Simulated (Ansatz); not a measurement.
A nudged elastic band was laid between two geometries of F2Si + H2 (5 atoms, charge 0, multiplicity 1).

Level of theory: Ansatz 0.2.0, RKS PBE0-D4/def2-TZVP.

```
movable images  : 7
climbing image  : from the first iteration
spring          : 5.0 eV/Å²
optimiser       : lbfgs
start path      : through a guess of the saddle point
force threshold : 0.05 eV/Å
iteration limit : 60
end points      : relaxed
```

Image 0:

```xyz
5
Properties=species:S:1:pos:R:3
Si 0.909 0.381 -1.071
F 0.982 1.389 0.173
F 1.533 -0.939 -0.413
H -1.871 -0.621 0.387
H -1.552 -0.210 0.924
```

Image 8:

```xyz
5
Properties=species:S:1:pos:R:3
Si -0.050 -0.013 0.015
F 0.531 1.454 -0.146
F 1.096 -1.042 -0.360
H -1.161 -0.183 -0.938
H -0.416 -0.217 1.429
```

Problem. What changes between the two ends?

Solution. Bonds broken: H4–H5. Bonds formed: Si1–H4, Si1–H5. F2Si + H2 becomes F2H2Si.

Problem. What energy profile does the band end with?

Solution. The forces met the threshold. The highest image is number 5 of 0 to 8, 46.0 kcal/mol above the first end and 85.1 kcal/mol above the last; the last end lies 39.0 kcal/mol below the first. Neighbouring images differ by up to 1.6 eV, so the band resolves the path poorly. Another band between the same ends (7 images) ends at a top of the same energy, where a vibrational analysis finds 1 clearly imaginary mode. The orbitals stay closed-shell, which can raise the energy where a bond breaks towards radicals; this wasn't checked here.

```tsv
image	path coordinate (Å)	energy (kcal/mol)	H4–H5 (Å)	Si1–H4 (Å)	Si1–H5 (Å)
0	0.00	0.0	0.75	3.30	3.22
1	0.37	0.2	0.75	2.92	2.91
2	0.74	1.0	0.75	2.57	2.64
3	1.10	3.8	0.76	2.13	2.34
4	1.46	21.1	0.89	1.69	1.98
5	1.82	46.0	1.23	1.48	1.76
6	2.23	8.5	1.60	1.44	1.51
7	2.65	-29.2	2.06	1.46	1.45
8	3.06	-39.0	2.48	1.47	1.47
```

Problem. What is the geometry of the highest image?

Solution. 
```xyz
5
Properties=species:S:1:pos:R:3
Si 0.146 0.105 -0.491
F 0.722 1.464 0.102
F 1.246 -1.023 -0.274
H -1.276 -0.233 -0.242
H -0.838 -0.313 0.904
```

The band took 22 iterations and about 6 core-minutes.

Time of the run: 2.9 min on 2 threads of Arm Neoverse V1, with other jobs on the host, peak memory 0.19 GiB.
